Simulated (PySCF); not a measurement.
Fill in the blanks.

C₃H₅NO.
InChI=1S/C3H5NO/c1-3(4)2-5/h2,4H,1H3/b4-3-

Conformer (atom-mapped SMILES and torsion angles): `[H]/[N:3]=[C:2](/[CH3:1])[CH:4]=[O:5]`: C1–C2–C4–O5 180°.

| property | level | value |
| --- | --- | --- |
| point group | PBE0-D3(BJ)/def2-SVP | Cs |
| rotational constants A, B, C | PBE0-D3(BJ)/def2-SVP | ? |
| dipole moment | wB97X-D/def2-SVPD | 2.95 D |
| HOMO energy | wB97X-D/def2-SVPD | ? |
| LUMO energy | wB97X-D/def2-SVPD | -0.68 eV |
| lowest singlet excitation | TDDFT wB97X-D/def2-SVPD | 3.46 eV (358 nm, f = 0.001) |
| strongest line among the 10 lowest singlet transitions | TDDFT wB97X-D/def2-SVPD | ? |
| lowest triplet excitation (Tamm–Dancoff) | TDA wB97X-D/def2-SVPD | 2.92 eV |
| static isotropic polarisability | wB97X-D/def2-SVPD | 47.0 au |
| vertical ionisation energy | ΔSCF wB97X-D/def2-SVPD | 10.27 eV |
| vertical electron affinity | ΔSCF wB97X-D/def2-SVPD | 0.34 eV |
| electronic spatial extent ⟨r²⟩ about the centre of nuclear charge | wB97X-D/def2-SVPD | 420 bohr² |
| 13C chemical shifts (computed TMS as zero) by class | GIAO PBE/pcSseg-2 | 191.2 (1 C), 179.7 (1 C), 24.7 (1 C) ppm |
| 1H chemical shifts (computed TMS as zero) by class | GIAO PBE/pcSseg-2 | 11.69 (1 H), 9.62 (1 H), 2.39 (3 H) ppm |
| isotropic shieldings of nuclei other than C and H, by class | GIAO PBE/pcSseg-2 | -99 (1 N), -346 (1 O) ppm |
| largest of the computed one-bond spin–spin couplings (means over like bonds) | B3LYP/pcJ-1, spin–dipole term left out for some pairs | 13C–1H +180.0, 13C–1H +134.7 (×3), 13C–13C +53.6, 15N–1H -47.3, 13C–13C +42.4, 17O–13C +34.4, 15N–13C -2.9 Hz |

Gas-phase values; electronic properties from PySCF, density fitting. Geometry: PBE0-D3(BJ)/def2-SVP, one conformer, isolated molecule. NMR classes are plain means over equivalent atoms (diastereotopic ones count apart unless rotation or inversion swaps them), as if these changed places fast; in this geometry the members of some classes differ.

**Question.** The rotational constants A, B, C?

**Answer.** 10.310, 4.091, 2.983 GHz.

**Question.** What is the HOMO energy?

**Answer.** -9.76 eV.

**Question.** The strongest line among the 10 lowest singlet transitions?

**Answer.** S10 at 8.68 eV (143 nm, f = 0.168).

In wavenumbers S1 is 27900 cm⁻¹ (1 eV = 8065.54 cm⁻¹). From the two ΔSCF values, the fundamental gap I − A is 9.93 eV and the Mulliken electronegativity (I + A)/2 is 5.31 eV. With B = h/(8π²I), that is 505.379 GHz u Å² over I, the principal moments of inertia are 49.0, 123.5 and 169.4 u Å² (most abundant isotopes); the inertial defect Ic − Ia − Ib is -3.1 u Å² (zero for a rigid planar frame, negative otherwise). The rotational constants make it an asymmetric top with κ = (2B − A − C)/(A − C) = -0.70, nearer the prolate limit (−1). −ε(LUMO) is 0.68 eV against a ΔSCF electron affinity of 0.34 eV.
